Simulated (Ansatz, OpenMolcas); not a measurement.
# HO2 (SMILES [O]O): the vertical ionisation energy from total energies

The species is HO2 (3 atoms), meant as a doublet with charge 0. As SMILES, `[O]O`. The shape is that of a PBE0-D4/def2-TZVP optimisation.

```xyz
3

O    -0.3552    0.9419   -0.0887
O    -0.2445   -0.3594   -0.1724
H     0.5997   -0.5826    0.2611
```

Both states at this one shape; open shells run unrestricted unless said. 1 Eh = 27.2114 eV.

```tsv
level	program	doublet HO2 (Eh)	singlet [HO2]+ (Eh)
U-wB97M-V/STO-3G	Ansatz	-148.840585	-148.500846
ROCCSD(T)/def2-SVP, 2 core orbitals frozen	OpenMolcas	-150.420684	-150.001298
```

Task: Work out the vertical ionisation energy at each level.

Result: 
1. U-wB97M-V/STO-3G: -148.500846 − (-148.840585) = 0.339739 Eh = 9.24 eV.
2. ROCCSD(T)/def2-SVP: -150.001298 − (-150.420684) = 0.419386 Eh = 11.41 eV.

No measured value is set beside it here; the levels span 9.24 to 11.41 eV. Minimal sets are far from the basis-set limit.
